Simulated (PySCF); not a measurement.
Species: C4H7Cl.
Atom-mapped SMILES: `[CH3:1][C:2]1([Cl:3])[CH2:4][CH2:5]1` (hydrogens: H6, H7, H8 on C1; H9, H10 on C4; H11, H12 on C5)

The closed-shell ground state was solved at several levels (PySCF, density fitting, gas phase, non-relativistic). Isolated species at its PBE0-D3(BJ)/def2-SVP geometry, gas phase.

| level | basis functions | total energy (Eh) | HOMO (eV) | LUMO (eV) | gap (eV) | dipole (D) |
| --- | --- | --- | --- | --- | --- | --- |
| wB97X-D/pcSseg-2 | 285 | -616.8394 | -9.54 | 2.26 | 11.80 | 2.07 |
| PBE0/def2-SVPD | 163 | -616.2317 | -7.73 | 0.50 | 8.23 | 2.10 |

Estimate the row for PBE0/pcSseg-1, a basis of 127 functions; the other rows only guide the guess.

Total energy -616.4301 Eh, HOMO -7.68 eV, LUMO 0.76 eV, gap 8.44 eV, dipole 2.03 D.

Over all these levels, which gives the widest orbital gap and which the narrowest?

wB97X-D/pcSseg-2 (range-separated hybrid) has the widest, 11.80 eV, and PBE0/def2-SVPD (global hybrid, 25 % exact exchange) the narrowest, 8.23 eV. Functional and basis both differ between the two, so the spread mixes both effects.

How far do the dipole and the HOMO energy spread over the levels?

The dipole runs from 2.03 to 2.10 D (mean 2.07 D) and the HOMO from -9.54 to -7.68 eV.

wB97X-D is run here without its empirical dispersion term; that term would change no orbital, density or response property at a fixed geometry.
